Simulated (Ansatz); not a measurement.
# N2H3 (hydrazinyl radical): UHSE06/def2-TZVP

Aim: the vertical ionisation energy of N2H3 (hydrazinyl radical) at UHSE06/def2-TZVP, from 2 runs. 

The calculation is run with Ansatz 0.2.0.

28 further runs of the same task are left out: 28 set aside as unsound or not needed.

**1. The molecule**

N2H3: 5 atoms, total charge 0, spin state doublet. SMILES: `[NH]N`. The coordinates come from a PBE0-D4/def2-TZVP relaxation. This is one conformer, not always the lowest.

Bond lengths: N1–N2 1.338 Å, N1–H3 1.021 Å, N2–H4 1.008 Å, N2–H5 1.012 Å. Angles: N1–N2–H4 113.9°, N1–N2–H5 120.9°, N2–N1–H3 106.1°, H4–N2–H5 114.6°.

**2. A single-point energy at UHSE06/def2-TZVP**

Contents of job.yaml:

```yaml
basis:
  gaussian: {orbitals: def2-TZVP}
crystal:
  periodic: [false, false, false]
  atoms:
    - {symbol: "N", position_ang: [-0.187600, -0.818050, 0.454040]}
    - {symbol: "N", position_ang: [-0.128660, 0.235610, -0.368450]}
    - {symbol: H, position_ang: [0.759840, -0.951450, 0.811270]}
    - {symbol: H, position_ang: [-1.030950, 0.592300, -0.640030]}
    - {symbol: H, position_ang: [0.587360, 0.941580, -0.256830]}
output: {orbitals: {seedname: orbitals}}
accuracy: high
magnetization: {spin_polarized: true, initial_magnetization: 1}
hamiltonian: {xc: hse06}
```

Command:

```console
$ ansatz run job.yaml --threads 1 --pin off --max-ram 3480MiB --events-out events.jsonl --progress --plain --runs-dir runs
```

The log of the run:

```text
Warning: RAYON_NUM_THREADS=1 ignored (pool sized by the plan → 1); use --threads N
Functional definition: HSE06
  name "HSE06"
  parameter a = 0.25
  parameter omega = 0.11/bohr
  exchange = pbe_x - a*pbe_x_sr(omega) + a*exact_x_sr(omega)
  correlation = pbe_c
1425 factors; integrals over basis functions are off by at most 3.0e-9 eV
65 factors; integrals over basis functions are off by at most 1.7e-9 eV
mean field evaluation 1: about -3020.1157 eV, gradient 3.2e1 eV
mean field evaluation 2: about -3017.2196 eV, gradient 4.1e1 eV
mean field evaluation 4: about -3024.3647 eV, gradient 1.7e0 eV
mean field evaluation 8: about -3024.3905 eV, gradient 1.4e-1 eV
mean field evaluation 16: about -3024.3906 eV, gradient 3.3e-5 eV
mean field -3024.39062783 eV, -111.1443055673 hartree, gradient 1.4e-8 eV, S^2 0.754675; 0 other end points of the search recorded, 0 dependent functions left out
reference -3024.39063056 eV, -111.1443056674 hartree; 9, 8 occupied and 71, 72 virtual orbitals, 1425 factors
Total energy: -3024.39063056 eV, -111.1443056674 hartree
```

Wall time 5.7 s (1 thread of Arm Neoverse V1, shared host); peak memory 0.21 GiB.

**3. The singlet cation at the same level**

Contents of run.yaml:

```yaml
crystal:
  periodic: [false, false, false]
  atoms:
    - {symbol: "N", position_ang: [-0.187600, -0.818050, 0.454040]}
    - {symbol: "N", position_ang: [-0.128660, 0.235610, -0.368450]}
    - {symbol: H, position_ang: [0.759840, -0.951450, 0.811270]}
    - {symbol: H, position_ang: [-1.030950, 0.592300, -0.640030]}
    - {symbol: H, position_ang: [0.587360, 0.941580, -0.256830]}
basis:
  gaussian:
    orbitals: def2-TZVP
total_charge: 1
hamiltonian:
  xc: {name: HSE06}
accuracy: high
output:
  orbitals: {seedname: orbitals}
```

Command:

```console
$ ansatz run run.yaml --threads 1 --pin off --max-ram 3480MiB --events-out events.jsonl --progress --plain --runs-dir runs
```

The log of the run, cut to the lines that bear on the results:

```text
Warning: RAYON_NUM_THREADS=1 ignored (pool sized by the plan → 1); use --threads N
[... 6 set-up lines as earlier in the session ...]
1425 factors; integrals over basis functions are off by at most 3.0e-9 eV
65 factors; integrals over basis functions are off by at most 1.7e-9 eV
mean field evaluation 1: about -3009.6390 eV, gradient 5.8e1 eV
mean field evaluation 2: about -3008.4717 eV, gradient 6.1e1 eV
mean field evaluation 4: about -3015.9583 eV, gradient 4.0e0 eV
mean field evaluation 8: about -3015.9862 eV, gradient 5.0e-2 eV
mean field evaluation 16: about -3015.9862 eV, gradient 2.2e-6 eV
mean field -3015.98619605 eV, -110.8354483961 hartree, gradient 2.4e-8 eV, S^2 0.000000; 0 other end points of the search recorded, 0 dependent functions left out
reference -3015.98619844 eV, -110.8354484839 hartree; 8, 8 occupied and 72, 72 virtual orbitals, 1425 factors
Total energy: -3015.98619844 eV, -110.8354484839 hartree
```

It took 2.9 s on 1 thread of Arm Neoverse V1, shared host; peak memory 0.17 GiB.

**4. What came out**

Level: UHSE06/def2-TZVP.

| quantity | value |
| --- | --- |
| doublet N2H3: total energy | -111.14431 Eh |
| doublet N2H3: HOMO energy (highest over α and β) | -5.01 eV |
| doublet N2H3: LUMO energy (lowest over α and β) | -1.01 eV |
| doublet N2H3: ⟨S²⟩ | 0.755 |
| singlet cation: total energy | -110.83545 Eh |
| singlet cation: HOMO energy | -17.16 eV |
| singlet cation: LUMO energy | -11.79 eV |
| singlet cation: HOMO–LUMO gap | 5.37 eV |
| vertical ionisation energy (to the singlet cation) | 8.404 eV |

What this shows: The vertical ionisation energy comes to 8.40 eV (811 kJ/mol). Only the singlet of the ionised species was computed; a triplet could lie lower.
